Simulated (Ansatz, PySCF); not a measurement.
Molecule: CH$_{3}$S (charge -1, singlet). It need not be the lowest isomer of its formula. Whether it binds its extra electron was not tested at this geometry. 
Geometry from a B3LYP-D3(BJ)/def2-TZVP (Ansatz, a first-principles code) optimisation:
```xyz
5

C     -0.0241     1.1232     0.0188
S      0.0153    -0.7098    -0.0119
H     -1.0502     1.5179     0.0084
H      0.4607     1.5353     0.9153
H      0.4902     1.5653    -0.8465
```
Charge -1, spin multiplicity 1.

Total electronic energies in hartree. Cores are frozen in the correlated levels unless marked. No spin-orbit coupling. Non-relativistic. CBS(X,Y): correlation extrapolated as X^-3; Hartree-Fock from the larger set. The bracket is a focal-point correction in the basis named.

```
level                                                                 program  energy (Eh)
-------------------------------------------------------------  --------------  -----------
HF/def2-QZVPP                                                          Ansatz   -437.18002
BLYP-D3(BJ)/def2-TZVPD                                         Ansatz + dftd3   -438.12962
BP86-D3(BJ)/def2-TZVPD                                          PySCF + dftd3   -438.20049
TPSS-D4/def2-TZVPD                                              PySCF + dftd4   -438.18540
M06-L-D4/def2-TZVPD                                             PySCF + dftd4   -438.13360
M06-L/def2-TZVPD                                                        PySCF   -438.13339
r2SCAN-D3(BJ)/def2-TZVPD                                       Ansatz + dftd3   -438.09391
PBE0/STO-3G                                                            Ansatz   -432.83827
PBE0/def2-TZVP                                                         Ansatz   -437.94813
PW6B95-D3(BJ)/def2-TZVPD                                        PySCF + dftd3   -438.52331
PW6B95/def2-TZVPD                                                       PySCF   -438.52222
MN15/def2-TZVPD                                                         PySCF   -437.98305
LC-wPBE-D4/def2-TZVPD                                          Ansatz + dftd4   -438.01267
RPA@PBE/cc-pV(Q+d)Z                                                    Ansatz   -437.83841
RI-MP2/def2-TZVPP                                                      Ansatz   -437.52833
SCS-MP2/cc-pVTZ                                                        Ansatz   -437.53500
CCSD/6-31G*                                                            Ansatz   -437.39463
CCSD/cc-pV(T+d)Z                                                       Ansatz   -437.56384
CCSD/def2-QZVPPD                                                       Ansatz   -437.60496
CCSD(T)/cc-pV(D+d)Z                                                    Ansatz   -437.45556
CCSD(T)/cc-pVTZ                                                        Ansatz   -437.57860
RI-MP2/CBS(def2-TZVPPD,def2-QZVPPD)+[CCSD(T)-MP2]/def2-QZVPPD          Ansatz    -437.6444
CCSD(T)/CBS(def2-TZVPPD,def2-QZVPPD)                                   Ansatz    -437.6429
```

Totals of different functionals don't rank their quality; only differences between species are comparable.
